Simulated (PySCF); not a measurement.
Species: C₂H₇O₂P.
Atom-mapped SMILES: `[CH3:1][P:2]([CH3:3])(=[O:4])[OH:5]` (hydrogens: H6, H7, H8 on C1; H9, H10, H11 on C3; H12 on O5)

Computed with PySCF 2.14.0, PBE0-D3(BJ)/def2-TZVP geometry optimisation, gas phase.

(1) What internal coordinates does the optimisation give?

Answers

(1) 
```tsv
bond	length (bohr)
C1–P2, P2–C3	3.393
P2=O4	2.782
P2–O5	3.049
C1–H6 and 5 like bonds	2.062
O5–H12	1.820
```

Bonds in one row agree within 0.02 bohr and their mean is given. A selection of angles:
```tsv
angle	degrees
P2–C1–H6	111.2
P2–C1–H7	108.4
P2–C1–H8	109.4
H6–C1–H7	109.3
C1–P2–C3	106.4
C1–P2–O4	115.2
C1–P2–O5	102.6
O4–P2–O5	113.3
P2–O5–H12	109.2
```

Torsions: H12–O5–P2–C1 -129° (anticlinal). The mirror-image conformer, all signs reversed, is as good.

P2 (phosphoryl phosphorus) is distorted tetrahedral (angles from 102.6° to 115.2°). O5 (hydroxyl oxygen) is bent (angle 109.2°). The 2 O–P bonds span 1.472 Å (P2=O4, drawn double) to 1.613 Å (P2–O5, drawn single), a spread of 0.141 Å.

Point group: near Cs, missed by 0.09 Å at most; the miss may be what the optimiser left on a soft mode. Stationary, but not proved a minimum. The numbers are those of one conformer (C1–P2–O5–H -129°).

On one thread of an Intel Xeon Platinum 8259CL at 2.50 GHz (shared host), this took 3.4 min of wall time and 0.79 GiB of memory at its peak. This is the geometry optimisation.
